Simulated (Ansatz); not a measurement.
# C2H5FOS: an energy map over angle C1–O2–C3 and change of the bonds O2–C1, O2–C3, all alike

Aim: map the energy of C2H5FOS, SMILES COC(F)S over two coordinates, and find its wells, ridges and stiffness.

Program: Ansatz 0.2.0. Level of theory: RKS PBE-D4/def2-SVP. These are calculated values, not measurements.

### 1 The starting structure

SMILES `COC(F)S`, 10 atoms, charge 0, spin multiplicity 1.

Atoms are counted from 1 here; the program's logs count them from 0.

Bond lengths: C1–O2 1.427 Å, C1–H6 1.105 Å, C1–H7 1.111 Å, C1–H8 1.115 Å, O2–C3 1.372 Å, C3–F4 1.385 Å, C3–S5 1.837 Å, C3–H9 1.119 Å, S5–H10 1.361 Å. Angles: O2–C1–H6 106.8°, O2–C1–H7 111.4°, O2–C1–H8 111.3°, H6–C1–H7 109.3°, H6–C1–H8 109.2°, H7–C1–H8 108.8°, C1–O2–C3 113.7°, O2–C3–F4 111.7°, O2–C3–S5 109.6°, O2–C3–H9 111.6°, F4–C3–S5 106.0°, F4–C3–H9 106.3°, S5–C3–H9 111.4°, C3–S5–H10 93.7°.

Coordinates:

```
C    -0.7221    0.0051    1.2684
O    -0.4663    0.4673   -0.0570
C     0.4219   -0.3151   -0.7511
F    -0.1283   -1.5420   -1.0848
S     0.8469    0.4999   -2.3411
H    -1.3696    0.7599    1.7511
H    -1.2430   -0.9760    1.2616
H     0.2229   -0.0946    1.8518
H     1.3382   -0.5346   -0.1472
H     1.1823    1.6788   -1.7488
```

This geometry comes from a loose relaxation at PBE in a small basis, which is not shown.

### 3 Plan of the scan

- angle C1–O2–C3: 13 values from 68.7 to 158.7 °
- change of the bonds O2–C1, O2–C3, all alike: 13 values from −0.154 to 0.238 Å

Nothing else is relaxed (all other coordinates rigid). Energies count from the relaxed molecule at the same level. Points are written as (first, second).

(The set-up runs are not shown.)

### 4 Point (68.7°, −0.154 Å)

input.yaml

```yaml
crystal:
  periodic: [false, false, false]
  atoms:
    - { symbol: C, position_ang: [-0.370493, -0.285138, 0.964809] }
    - { symbol: O, position_ang: [-0.468005, 0.467675, -0.056709] }
    - { symbol: C, position_ang: [0.299052, -0.456137, -0.259384] }
    - { symbol: F, position_ang: [-0.371487, -1.663843, -0.365188] }
    - { symbol: S, position_ang: [1.15267, -0.205647, -1.866619] }
    - { symbol: H, position_ang: [-0.974904, 0.179676, 1.76521] }
    - { symbol: H, position_ang: [-0.759859, -1.303991, 0.755084] }
    - { symbol: H, position_ang: [0.687183, -0.36915, 1.307661] }
    - { symbol: H, position_ang: [1.032807, -0.574241, 0.577199] }
    - { symbol: H, position_ang: [1.569217, 1.050901, -1.548904] }
basis:
  gaussian: { orbitals: def2-SVP }
hamiltonian:
  xc: pbe
  dispersion: d4
output:
  forces: true
```

Run with:

```
$ ansatz run input.yaml --threads 1 --pin off --max-ram 2560MiB --backend cpu --events-out ev --progress --plain --runs-dir out
```

The session goes on with these runs: all other points of the grid.

What does the calculation give? Wanted: lowest point; highest computed point; dipole moment.

**Answer**, as computed:

| quantity | value |
| --- | --- |
| lowest point | (113.7°, 0.009 Å), 0.06 kcal/mol |
| highest computed point | (68.7°, −0.154 Å), 287 kcal/mol above the lowest |
| dipole moment (D) | 2.47 at (68.7°, −0.089 Å) to 3.27 at (158.7°, −0.154 Å); 2.76 at the lowest point |
| time for the whole task | 9.2 min on 1 thread, shared host |

The lowest computed point is at (113.7°, 0.009 Å), 0.06 kcal/mol from the relaxed molecule at the same level. The grid is coarse, so the true minimum lies between grid points and may sit elsewhere than the lowest one. No other kind of well shows on this grid. The highest computed point, (68.7°, −0.154 Å), lies 287 kcal/mol above the lowest. Round the minimum the valley is somewhat tilted: raising angle C1–O2–C3 shifts the best value of the second coordinate downwards (coupling k₁₂/√(k₁₁k₂₂) about 0.2).
